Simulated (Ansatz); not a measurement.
SiH (SMILES [SiH]): methods side by side

SiH has 2 atoms, charge 0, and is taken as a doublet. SMILES: `[SiH]`. Geometry: relaxed at GFN2-xTB.

```xyz
2

Si    0.0000    0.0000    0.0000
H     0.0000    0.0000    1.5166
```

Quantity: the energy change with the Si1–H2 bond stretched from 1.517 to 3.063 Å, in eV. The values are calculated.

```tsv
level	kind	program	value (eV)
USVWN5/6-311G**	LDA	Ansatz	2.87
U-revPBE/6-311G**	GGA	Ansatz	2.71
UBLYP/6-311G**	GGA	Ansatz	2.70
UPBE/6-311G**	GGA	Ansatz	2.74
U-r2SCAN/6-311G**	meta-GGA	Ansatz	2.69
U-r2SCAN0/6-311G**	hybrid meta-GGA	Ansatz	2.71
UBHLYP/6-311G**	global hybrid	Ansatz	2.85
UCCSDT/6-311G**	coupled cluster or CI	Ansatz	2.69
FCI/3-21G	exact in the basis	Ansatz	2.13
```

The first shape isn't each level's own minimum. The values span 2.13 to 2.87 eV. Spin contamination of the reference (⟨S²⟩ at least 0.1 too high) touches USVWN5/6-311G**, U-revPBE/6-311G**, UBLYP/6-311G**, UPBE/6-311G**, U-r2SCAN/6-311G**, U-r2SCAN0/6-311G**, UBHLYP/6-311G**, UCCSDT/6-311G**. The coupled-cluster rows rest on a doubtful reference here (large T1 or Brueckner and Hartree–Fock orbitals at odds), and rows may lie in different states. High-level rows in very small sets aren't better than simpler rows in larger ones.
